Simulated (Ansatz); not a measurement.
## Hf₃N₂: computed properties

Method: DFT PBEsol, scalar-relativistic, plane waves, PAW (Ansatz 0.2.0).

Cutoff 420 eV; k points 12×12×12 on the computed 5-atom cell (Γ-centred); Gaussian smearing, width 0.10 eV; no spin polarisation.

The structure is relaxed at this level of theory with its symmetry kept. Whether it is the stable form of this composition wasn't checked.

It takes space group R-3m (No. 166, trigonal). Conventional cell: a = 3.193 Å, b = 3.193 Å, c = 23.125 Å, α = 90.00°, β = 90.00°, γ = 120.00°. Around Hf (site symmetry 3m) lie 3 N at 2.26 Å. Hf (site symmetry -3m) has 6 N at 2.25 Å as nearest neighbours. Around N (site symmetry 3m) lie 6 Hf at 2.25 to 2.26 Å.

```json
{"Volume per atom": "13.61 Å³", "Formation energy from the elements' standard states (uncorrected)": "-1.573 eV/atom", "Kohn–Sham band gap": "none (metal)", "Density of states at the Fermi level": "1.41 states/eV per cell", "Löwdin character within 0.5 eV of the Fermi level": "Hf 5d 78 %, N 2p 12 %", "Bulk modulus": "223 GPa", "Its pressure derivative": "4.0", "Bader charges (e)": "Hf (2 in the cell) 0.88, Hf (1 in the cell) 1.95, N (2 in the cell) -1.86"}
```

Spin-orbit coupling is left out, which matters for the bands of heavy elements.